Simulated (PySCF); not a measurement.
methylenecyclopropene, C₄H₄, SMILES C=C1C=C1, point group C2v.

Force field and properties: B3LYP/pcSseg-1 (PySCF, grid level 2). Vibrational terms come from second-order perturbation theory with semi-diagonal cubic constants, by steps of ±0.6 along the normal coordinates of each isotopologue. The parent has the commonest isotopes.

Equilibrium geometry (Å):

```
atom        x        y        z
  C1   1.4730   0.0683   0.1149
  C2   0.1511   0.0111   0.0005
  C3  -1.1144   0.4893  -0.4955
  C4  -1.1350  -0.5777   0.2753
  H5   2.0421   0.8477  -0.3827
  H6   2.0131  -0.6631   0.7086
  H7  -1.6722   1.2073  -1.0815
  H8  -1.7214  -1.3452   0.7622
```

An isotope shift is δ(isotopologue) − δ(parent), that is, the negative of the change in the averaged GIAO shielding; n counts bonds from the nearest label (0: the labelled atom itself). These are computed values; those of heavy atoms are rounded to 5 ppb, about the numerical noise.

Question: What isotope shifts arise with ¹³C at 1?

Answer: 
```
nucleus  n  0 K (ppb)  298.15 K (ppb)
     C1  0        -20             -20
     C2  1        -30             -30
     H5  1         -2              -2
     H6  1         -2              -2
     C3  2        -10             -10
     C4  2        -10             -10
     H7  3          0               0
     H8  3          0               0
```

Question: What isotope shifts arise with ¹³C at 2?

Answer: 
```
nucleus  n  0 K (ppb)  298.15 K (ppb)
     C2  0        -20             -20
     C1  1        -40             -30
     C3  1        -20             -20
     C4  1        -20             -20
     H5  2         -2              -2
     H6  2         -2              -2
     H7  2         -1              -1
     H8  2         -1              -1
```

Question: What isotope shifts arise with ¹³C at 3, ¹³C at 4?

Answer: 
```
nucleus  n  0 K (ppb)  298.15 K (ppb)
     C3  0        -70             -70
     C4  0        -70             -70
     C2  1        -30             -25
     H7  1         -5              -5
     H8  1         -5              -5
     C1  2        -30             -25
     H5  3         -1              -1
     H6  3         -1              -1
```
